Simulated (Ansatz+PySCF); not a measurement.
**triplet O₂: levels of theory in one basis**

```
atom   x (Å)   y (Å)    z (Å)
   O  0.0000  0.0000  -1.1883
   O  0.0000  0.0000   1.1883
```

Basis set: STO-3G (spherical functions). Correlated methods keep 2 orbitals frozen. Correlation on ROHF uses semicanonical orbitals with singles. Charge 0, multiplicity 3.

Computed with Ansatz (development build ahead of 0.2.0); each method stands on the lowest determinant of its kind that the runs found. NEVPT2 correlates all electrons. Active spaces start from the frontier orbitals, and the lowest solution found is given.

| method | E − E(ROHF) (eV) | <S²> of the determinant |
| --- | --- | --- |
| ROHF | 0.00 | 2.00 |
| UHF | -2.46 | 2.99 |
| ROHF-MP2 | -0.39 | – |
| UHF-MP2 | -2.50 | 2.99 |
| ROHF-CCSD | -1.19 | – |
| ROHF-CCSD(T) | -1.19 | – |
| UHF-CCSD(T) | -3.75 | 2.99 |
| UHF-CCSDT(Q) | -3.74 | 2.99 |
| full CI (lowest root of this spin) | -3.75 | – |
| CASSCF(12,8) | -3.75 | – |
| SC-NEVPT2(12,8) | -3.75 | – |

At such a shape the full CI root can have another spatial symmetry than the determinants, so the rows needn't describe one state.

Task: Is a single determinant a sound starting point here?

Result: It is doubtful. Unrestricted orbitals lower Hartree–Fock by 2.46 eV and <S²> is 2.99 where a pure state has 2.00, a sign of strong static correlation. The CASSCF(12,8) natural occupations are 2.00, 2.00, 1.51, 1.51, 1.49, 1.49, 1.12, 0.88.

Caution for ROHF, ROHF-MP2, ROHF-CCSD, ROHF-CCSD(T): an unrestricted determinant lies well below. Caution for ROHF, UHF, ROHF-MP2, UHF-MP2, ROHF-CCSD, ROHF-CCSD(T), UHF-CCSD(T), UHF-CCSDT(Q): the determinant breaks the point group. Caution for UHF, UHF-MP2, UHF-CCSD(T), UHF-CCSDT(Q): the unrestricted determinant is a mixture of spin states. Caution for ROHF-MP2, UHF-MP2, ROHF-CCSD, ROHF-CCSD(T), UHF-CCSDT(Q): large amplitudes, a single reference is doubtful. Caution for ROHF-MP2, UHF-MP2, ROHF-CCSD: another reference gives a lower total. Caution for UHF-CCSD(T): very large amplitudes, the method is breaking down. Caution for UHF-CCSD(T), UHF-CCSDT(Q): the amplitudes may be one of several solutions. Caution for CASSCF(12,8): other starts end on other solutions of this active space.
